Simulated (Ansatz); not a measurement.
CsCdBO3 (P2₁3, No. 198; cell taken from a computed entry), treated with LDA in Ansatz (plane waves, PAW).

Numerical settings: plane-wave cutoff 520 eV, 6×6×6 k mesh, Fermi–Dirac smearing 0.01 eV, scalar-relativistic PAW data made under PBE.

Cell (relaxed with PBEsol):

```cif
data_B4Cd4Cs4O12
_chemical_formula_sum 'Cs4 Cd4 B4 O12'
_space_group_name_H-M_alt 'P213'
_space_group_IT_number 198
_space_group_name_Hall 'P 2ac 2ab 3'
_cell_length_a 7.47557
_cell_length_b 7.47557
_cell_length_c 7.47557
_cell_angle_alpha 90.000
_cell_angle_beta 90.000
_cell_angle_gamma 90.000
loop_
_atom_site_label
_atom_site_type_symbol
_atom_site_symmetry_multiplicity
_atom_site_Wyckoff_symbol
_atom_site_fract_x
_atom_site_fract_y
_atom_site_fract_z
_atom_site_occupancy
Cs1 Cs 4 a 0.86222 0.86222 0.86222 1
Cd1 Cd 4 a 0.14610 0.14610 0.14610 1
B1 B 4 a 0.59652 0.59652 0.59652 1
O1 O 12 b 0.02709 0.41415 0.23448 1
```

Q: What does this level give for the band gap, smallest direct gap on the k points sampled and direct gap at Γ?

A: 
* **band gap**: 1.64 eV
* **smallest direct gap on the k points sampled**: 1.85 eV
* **direct gap at Γ**: 1.88 eV

Note: cell and atoms aren't relaxed at this level (largest force component 0.25 eV/Å, pressure -3.3 GPa).

Spin–orbit coupling is not included.

Static lattice: no zero-point or thermal effects.

The result took about 6 core-minutes (a rough figure).

Ansatz is a program for electronic structure.
